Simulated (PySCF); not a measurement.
Job file and geometry (Å, from PBE0-D3(BJ)/def2-SVP) of an NMR shielding run on `InChI=1S/C2H3ClO/c3-1-2-4/h1-2,4H/p-1/b2-1+`, GIAO B97-2/pcSseg-2 NMR shielding, non-relativistic, gas phase (PySCF 2.14.0, density-fitted response routines); density fitting, a coarse starting grid and PySCF grid level 2 are the driver's defaults:

```
{"job": {"kind": "nmr", "xc": "B97-2", "basis": "pcSseg-2", "pop": false}, "charge": -1, "multiplicity": 1}
O     -0.753900     0.380435    -0.428081
C      0.338760    -0.212058    -0.563489
C      1.613333     0.324080    -0.631556
Cl     3.040701    -0.717533    -0.833682
H      0.359558    -1.346581    -0.649178
H      1.848448     1.388834    -0.579818
```

Q: Write the output of this run.

A: 
```
coarse grid: 6128 points
cycle   1  E = -612.7409456863  dE =  4.567e-01  |g| = 8.830e-01  |ddm| = 1.794e+00
cycle   2  E = -611.0949103297  dE =  1.646e+00  |g| = 2.637e+00  |ddm| = 1.897e+01
cycle   3  E = -612.8893318855  dE = -1.794e+00  |g| = 2.704e-01  |ddm| = 1.845e+01
cycle   4  E = -612.9009763944  dE = -1.164e-02  |g| = 2.016e-01  |ddm| = 4.208e-01
cycle   5  E = -612.9103745988  dE = -9.398e-03  |g| = 5.120e-02  |ddm| = 1.872e-01
cycle   6  E = -612.9109116385  dE = -5.370e-04  |g| = 1.689e-02  |ddm| = 6.702e-02
cycle   7  E = -612.9109756813  dE = -6.404e-05  |g| = 2.942e-03  |ddm| = 2.378e-02
cycle   8  E = -612.9109775694  dE = -1.888e-06  |g| = 8.451e-04  |ddm| = 7.405e-03
final grid: 56120 points
cycle   9  E = -612.9077614708  dE = -4.376e-05  |g| = 7.024e-03  |ddm| = 2.798e-02
cycle  10  E = -612.9077512211  dE =  1.025e-05  |g| = 8.919e-03  |ddm| = 1.454e-02
cycle  11  E = -612.9077640685  dE = -1.285e-05  |g| = 3.703e-03  |ddm| = 1.487e-02
cycle  12  E = -612.9077667534  dE = -2.685e-06  |g| = 4.213e-04  |ddm| = 4.317e-03
cycle  13  E = -612.9077667944  dE = -4.094e-08  |g| = 1.113e-04  |ddm| = 6.185e-04
cycle  14  E = -612.9077667975  dE = -3.092e-09  |g| = 2.976e-05  |ddm| = 1.886e-04
cycle  15  E = -612.9077667977  dE = -2.144e-10  |g| = 8.429e-06  |ddm| = 3.370e-05
converged SCF energy = -612.9077667977

GIAO shielding tensors (ppm)
atom      isotropic    diamagn.    paramagn.     s11        s22        s33       span
  0 O       34.382     403.812    -369.430   -184.744    -22.163    310.054    494.799
  1 C       11.649     241.230    -229.581    -85.160     50.062     70.044    155.203
  2 C      102.301     255.400    -153.099     63.374    108.007    135.521     72.147
  3 Cl     928.223    1147.089    -218.865    795.073    865.656   1123.941    328.868
  4 H       22.735      28.805      -6.070     20.177     21.766     26.261      6.085
  5 H       27.024      32.050      -5.026     24.000     26.820     30.253      6.253
```

Q: Turn these shieldings into chemical shifts. Shifts are taken against calculated references (same method and geometry level): 17O (σ = 326.24 ppm) vs H2O; 13C (σ = 183.46 ppm), 1H (σ = 31.36 ppm) vs TMS; HCl for 35Cl (σ = 936.59 ppm).

A: Averaging equivalent atoms: O 0: 291.9; C 1: 171.8; C 2: 81.2; Cl 3: 8; H 4: 8.62; H 5: 4.33 ppm. Unscaled 17O shifts of doubly bonded oxygen tend to come out too high, by tens of ppm or more. Experimental scales use liquid or dissolved standards, which lie at an offset from isolated H2O (liquid H2O: subtract about 36 ppm).

Size and cost of the density-fitted run: 179 basis functions, 8.5 s wall time on 1 thread of an Arm Neoverse V1, shared host.
